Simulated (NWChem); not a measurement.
**Polarisability of nitrogen (N2)**

```xyz
2

N      0.0000     0.0000     0.5502
N      0.0000     0.0000    -0.5502
```
Charge 0, spin multiplicity 1.

The numbers come from NWChem runs, not from measurements. Structure: optimised with B3LYP/def2-SVP, a minimum by its harmonic frequencies.

Basis set: aug-cc-pVDZ. The field's frequency is 0.0428 Ha (1065 nm).

The correlated methods keep 2 core orbitals frozen. B3LYP has NWChem's definition, with VWN1-RPA local correlation. Coupled-cluster values serve here as a point of comparison, not as the truth.

Task: One of these methods gave an isotropic polarisability of 12.13 bohr³. Which?
(A) HF
(B) CCSD linear response
(C) B3LYP
(D) LDA (SVWN5)

Result: D, LDA (SVWN5). The others give 11.38 (HF), 11.85 (B3LYP), 11.65 (CCSD linear response).
